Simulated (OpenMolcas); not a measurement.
# CHF2N (SMILES N=C(F)F): FNO-MP2/6-31G(d) (RICD fitting, Cartesian functions, electric field -0.001 a.u., field axis z, virtual fraction 0.4)

What is the energy change on altering one bond length of CHF2N at FNO-MP2/6-31G* (RICD fitting, Cartesian functions, electric field -0.001 a.u., field axis z, virtual fraction 0.4)? 

Program for the calculation: OpenMolcas 26.06.

10 further runs of the same task are left out: 2 that didn't finish, 8 set aside as unsound or not needed.

## (1) Starting point

The species is CHF2N (5 atoms), meant as a singlet with charge 0. As SMILES, `N=C(F)F`. The coordinates come from a GFN2-xTB relaxation.

Bond lengths: N1–C2 1.225 Å, C2–F3 1.306 Å, C2–F4 1.338 Å, N1–H5 1.010 Å. Angles: N1–C2–F3 123.5°, N1–C2–F4 128.7°, F3–C2–F4 107.8°, C2–N1–H5 117.9°.

## (2) A single-point energy at FNO-MP2/6-31G(d) (RICD fitting, Cartesian functions, electric field -0.001 a.u., field axis z, virtual fraction 0.4)

run.inp

```
* CHF2N FNO-MP2

&GATEWAY
 Coord
 5
 bohr
 N      0.18360579     1.81120800     0.15951178
 C      0.18009090    -0.50066404     0.29423036
 F      1.33673557    -1.76213182     2.07216028
 F     -0.93333573    -2.17108745    -1.24206029
 H     -0.76707763     2.62265640    -1.28384213
 Basis = 6-31G*
 Group = NoSym
 RICD

&SEWARD

&FFPT
 Dipole
 Z 0.001

&SCF
 PrOrbitals = 1 2

&MBPT2
 FNOMP2 = 0.4
 DoMP2
 Frozen = 4
```

On the command line:

```bash
export MOLCAS_MEM=1860
pymolcas run.inp > run.log
```

Output:

```text
--- Start Module: gateway ---
[...]
--- Stop Module: gateway /rc=_RC_ALL_IS_WELL_ ---
[...]
      Basis functions           62
[...]
--- Start Module: scf ---
[...]
       Convergence after  12 Iterations
[...]
::    Total SCF energy                               -291.7551024215
[...]
      Total spin, S                                     0.0000000000
[...]
      Total electronic charge=   32.000000
      Total            charge=   -0.000000
[...]
      Dipole Moment (debye):
      Origin of the operator (angstrom)=    0.0946   -0.4292    0.1648
                   X= -9.2380E-01               Y=  1.2655E-01               Z= -1.3877E+00           Total=  1.6719E+00
      Quadrupole Moment (debye*angstrom):
[...]
--- Stop Module: scf /rc=_RC_ALL_IS_WELL_ ---
--- Start Module: mbpt2 ---
[...]
WARNING!
Default frozen orbitals as non valence orbitals is overwritten by user input.
Default values:   4
[...]
       Reference weight ( Cref**2 )         =        0.88723
::    Total MBPT2 energy                             -292.2046559851
[...]
--- Stop Module: mbpt2 /rc=_RC_ALL_IS_WELL_ ---
[...]
```

Wall time 2.1 s (1 thread of Arm Neoverse V2, shared host); peak memory 0.22 GiB.

## (3) The distorted shape

run.inp

```
* CHF2N FNO-MP2
>>> EXPORT MOLCAS_PRINT=2

&gateway
  coord
  5
  bohr
  N      0.27866657     1.73006883     0.30383584
  C      0.27515168    -0.58180321     0.43855441
  F      1.43179635    -1.84327099     2.21648434
  F     -0.83827495    -2.25222662    -1.09773624
  H     -0.76707763     2.62265640    -1.28384213
  basis
  6-31G*
  group
  NoSym
  ricd

&seward

&ffpt
  dipole
  Z 0.001

&scf
  prorbitals
  1 2

&mbpt2
  fnomp2
  0.4
  domp2
  frozen
  4
```

On the command line:

```bash
export MOLCAS_MEM=1860
pymolcas run.inp > run.log
```

Output:

```text
--- Start Module: gateway ---
[...]
--- Stop Module: gateway /rc=_RC_ALL_IS_WELL_ ---
[...]
      Basis functions           62
[...]
--- Start Module: scf ---
[...]
       Convergence after  12 Iterations
[...]
::    Total SCF energy                               -291.7456744338
[...]
      Total spin, S                                     0.0000000000
[...]
      Total electronic charge=   32.000000
      Total            charge=   -0.000000
[...]
      Dipole Moment (debye):
      Origin of the operator (angstrom)=    0.1441   -0.4715    0.2400
                   X= -9.5881E-01               Y=  1.7319E-01               Z= -1.4419E+00           Total=  1.7402E+00
      Quadrupole Moment (debye*angstrom):
[...]
--- Stop Module: scf /rc=_RC_ALL_IS_WELL_ ---
--- Start Module: mbpt2 ---
[...]
WARNING!
Default frozen orbitals as non valence orbitals is overwritten by user input.
Default values:   4
[...]
       Reference weight ( Cref**2 )         =        0.88560
::    Total MBPT2 energy                             -292.1970423277
[...]
--- Stop Module: mbpt2 /rc=_RC_ALL_IS_WELL_ ---
[...]
```

It took 2.1 s on 1 thread of Arm Neoverse V2, shared host; peak memory 0.22 GiB.

## (4) What came out

At FNO-MP2/6-31G* (RICD fitting, Cartesian functions, electric field -0.001 a.u., field axis z, virtual fraction 0.4), 4 core orbitals frozen:

| quantity | value |
| --- | --- |
| first shape: total energy | -292.20466 Eh |
| first shape: dipole moment (mean-field density) | 1.67 D |
| first shape: HOMO–LUMO gap (Hartree–Fock orbitals) | 18.16 eV |
| first shape: correlation energy (4 core orbitals frozen) | -449.6 mEh |
| distorted shape: total energy | -292.19704 Eh |
| distorted shape: dipole moment (mean-field density) | 1.74 D |
| distorted shape: HOMO–LUMO gap (Hartree–Fock orbitals) | 18.18 eV |
| distorted shape: correlation energy (4 core orbitals frozen) | -451.4 mEh |
| energy change with the N1–H5 bond stretched from 1.010 to 1.111 Å | 0.207 eV |

What this shows: With the N1–H5 bond stretched from 1.010 to 1.111 Å the energy rises by 0.21 eV (4.8 kcal/mol). The first shape isn't relaxed at this level, so the change isn't measured from a minimum.
